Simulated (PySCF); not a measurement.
Compound: C₄H₆O.
Numbering: `[OH:1][CH2:2][CH:3]1[CH:4]=[CH:5]1` (hydrogens: H6 on O1; H7, H8 on C2; H9 on C3; H10 on C4; H11 on C5)

The same species was optimised twice, with GFN2-xTB and with PBE0-D3(BJ)/def2-SVP (PySCF), and the same property calculations (PySCF, gas phase) were run on both structures.

```tsv
coordinate	GFN2-xTB	PBE0-D3(BJ)/def2-SVP	change
C5–H11 (Å)	1.061	1.087	+0.026
C4–H10 (Å)	1.062	1.087	+0.025
C3–H9 (Å)	1.088	1.104	+0.016
C2–H7 (Å)	1.101	1.110	+0.009
C2–H8 (Å)	1.094	1.103	+0.009
O1–C2 (Å)	1.412	1.404	-0.008
C2–C3 (Å)	1.517	1.512	-0.005
C3–C4 (Å)	1.503	1.507	+0.004
C4=C5 (Å)	1.299	1.297	-0.002
O1–H6 (Å)	0.964	0.963	-0.001
C3–C5 (Å)	1.500	1.500	0.000
O1–C2–H7 (°)	110.4	112.3	+1.9
H7–C2–H8 (°)	108.6	107.0	-1.6
C2–C3–C5 (°)	120.7	122.0	+1.3
C4–C5–H11 (°)	150.9	149.7	-1.2
C2–C3–C4 (°)	120.4	121.5	+1.1
C3–C4–H10 (°)	145.4	146.4	+1.0
C5–C4–H10 (°)	150.4	149.4	-1.0
C2–O1–H6 (°)	108.3	107.3	-1.0
O1–C2–C3–C4 (°)	92	89	-3
```

Rotational constants: A = 15397, B = 3291, C = 2985 MHz (GFN2-xTB) against A = 15304, B = 3294, C = 2977 MHz (PBE0-D3(BJ)/def2-SVP). Point groups within 0.08 Å: C1 and C1.

On the GFN2-xTB structure: lowest singlet, TDDFT (eV) 6.09 [CAM-B3LYP/def2-SVPD]; lowest triplet, Tamm–Dancoff (eV) 4.03 [CAM-B3LYP/def2-SVPD]; isotropic polarisability (au) 49.5 [CAM-B3LYP/def2-SVPD]; HOMO (eV) -8.68 [CAM-B3LYP/def2-SVPD]; LUMO (eV) 0.73 [CAM-B3LYP/def2-SVPD]; dipole (D) 2.32 [CAM-B3LYP/def2-SVPD]; HOMO (eV) -7.19 [PBE0/pcSseg-1]; LUMO (eV) -0.22 [PBE0/pcSseg-1]; dipole (D) 2.19 [PBE0/pcSseg-1]; GIAO shielding of O1 (ppm) 294.5 [PBE0/pcSseg-1]; GIAO shielding of C2 (ppm) 108.4 [PBE0/pcSseg-1]; GIAO shielding of C3 (ppm) 164.8 [PBE0/pcSseg-1]; GIAO shielding of C4/C5 (mean) (ppm) 62.0 [PBE0/pcSseg-1]; O1s of O1 (eV) 538.47 [delta-SCF UKS SCAN, pcX-2 on the ionised atom, pcseg-1 elsewhere, spin-free X2C]; C1s of C2 (eV) 291.87 [delta-SCF UKS SCAN, pcX-2 on the ionised atom, pcseg-1 elsewhere, spin-free X2C]; C1s of C3 (eV) 291.09 [delta-SCF UKS SCAN, pcX-2 on the ionised atom, pcseg-1 elsewhere, spin-free X2C]; C1s of C4 (eV) 290.95 [delta-SCF UKS SCAN, pcX-2 on the ionised atom, pcseg-1 elsewhere, spin-free X2C].

**Question.** What do these properties become on the PBE0-D3(BJ)/def2-SVP structure?

**Answer.** 
| property | level | on GFN2-xTB | on PBE0-D3(BJ)/def2-SVP | change |
| --- | --- | --- | --- | --- |
| lowest singlet, TDDFT (eV) | CAM-B3LYP/def2-SVPD | 6.09 | 6.11 | +0.02 |
| lowest triplet, Tamm–Dancoff (eV) | CAM-B3LYP/def2-SVPD | 4.03 | 4.06 | +0.03 |
| isotropic polarisability (au) | CAM-B3LYP/def2-SVPD | 49.5 | 50.2 | +0.7 |
| HOMO (eV) | CAM-B3LYP/def2-SVPD | -8.68 | -8.67 | +0.01 |
| LUMO (eV) | CAM-B3LYP/def2-SVPD | 0.73 | 0.75 | +0.02 |
| dipole (D) | CAM-B3LYP/def2-SVPD | 2.32 | 2.33 | +0.01 |
| energy, GFN2-xTB geometry as zero (kcal/mol) | CAM-B3LYP/def2-SVPD | 0.0 | -0.5 | -0.5 |
| HOMO (eV) | PBE0/pcSseg-1 | -7.19 | -7.19 | 0.00 |
| LUMO (eV) | PBE0/pcSseg-1 | -0.22 | -0.19 | +0.03 |
| dipole (D) | PBE0/pcSseg-1 | 2.19 | 2.20 | +0.01 |
| energy, GFN2-xTB geometry as zero (kcal/mol) | PBE0/pcSseg-1 | 0.0 | -0.5 | -0.5 |
| GIAO shielding of O1 (ppm) | PBE0/pcSseg-1 | 294.5 | 295.1 | +0.6 |
| GIAO shielding of C2 (ppm) | PBE0/pcSseg-1 | 108.4 | 108.6 | +0.2 |
| GIAO shielding of C3 (ppm) | PBE0/pcSseg-1 | 164.8 | 162.1 | -2.7 |
| GIAO shielding of C4/C5 (mean) (ppm) | PBE0/pcSseg-1 | 62.0 | 60.0 | -2.0 |
| O1s of O1 (eV) | delta-SCF UKS SCAN, pcX-2 on the ionised atom, pcseg-1 elsewhere, spin-free X2C | 538.47 | 538.56 | +0.09 |
| C1s of C2 (eV) | delta-SCF UKS SCAN, pcX-2 on the ionised atom, pcseg-1 elsewhere, spin-free X2C | 291.87 | 291.92 | +0.05 |
| C1s of C3 (eV) | delta-SCF UKS SCAN, pcX-2 on the ionised atom, pcseg-1 elsewhere, spin-free X2C | 291.09 | 291.12 | +0.03 |
| C1s of C4 (eV) | delta-SCF UKS SCAN, pcX-2 on the ionised atom, pcseg-1 elsewhere, spin-free X2C | 290.95 | 290.96 | +0.01 |

The heavy atoms differ by 0.012 Å rms after alignment (one structure mirrored). Among all bonds C4–H10 and C5–H11 change most and about equally (+0.025 to +0.026 Å). Changes are differences of the printed values. Neither structure is proved a minimum here.

The values belong to the conformer `[OH:1][CH2:2][CH:3]1[CH:4]=[CH:5]1`: O1–C2–C3–C4 89°, H–O1–C2–C3 -55°.
